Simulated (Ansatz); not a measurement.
Basis-set extrapolation for C₄H₆ClF, SMILES `C=C(C)C(F)Cl` (PBE0-D4/def2-TZVP geometry, frozen core, Ansatz). Multiplicity 1, RHF reference.

|  | def2-TZVPP | def2-QZVPP |
| --- | --- | --- |
| HF | -713.995018 | -714.018903 |
| MP2 correlation | -1.102184 | -1.188401 |
| CCSD(T) correlation | -1.197573 | not run |

Energies in hartree. Use E(X) = E(∞) + A·exp(−7.88·√X) for Hartree–Fock and E(X) = E(∞) + B·X^(−2.97) for correlation, with X = 3 and 4, and add CCSD(T) minus MP2 of the smaller set to the MP2 limit.

Q: What is the CCSD(T) energy at the basis-set limit?

A: HF limit: -714.018903 + (-0.023885) × 0.13774 = -714.02219. MP2 limit: -1.188401 + (-0.086217) × 0.74074 = -1.25227. Higher-order term: -1.197573 − (-1.102184) = -0.09539. Total: -715.36985 hartree, 111.2 kcal/mol below CCSD(T)/def2-TZVPP.
